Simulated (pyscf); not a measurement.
This saddle point was located with ωB97X-D3(BJ)/def2-SVP in PySCF.

```xyz
7

Cl     0.1854     0.5784     1.8944
Si    -1.7128    -0.0138     0.0661
Cl    -1.4508    -2.0477    -0.2274
H     -2.7156     0.4227    -0.9721
O     -0.2070     0.6414    -0.7137
H      0.3447     0.7192     0.2950
H      0.2292     0.0657    -1.3620
```
Charge 0, spin multiplicity 2.

Surface: doublet, charge 0. Lowest wavenumbers (cm⁻¹): 626i, 52, 207, 293, 403.

Which two sides does it connect, and which bonds change?

Cl–SiH•–Cl + water (H₂O) <-> hydrogen chloride (HCl) + HO–SiH•–Cl, a four-centre exchange read from left to right: Cl–Si, H–O broken and Cl–H, O–Si formed. At ωB97M-D3(BJ)/def2-TZVP it lies +12.0 kcal/mol from the left side and +12.4 kcal/mol from the right (each side as separated species at their lowest minima found). On the product side the descent ends in a complex, 4.1 kcal/mol under the separated species and 16.6 kcal/mol under the saddle at ωB97X-D3(BJ)/def2-TZVP. One saddle was located; it need not be the lowest between these sides.
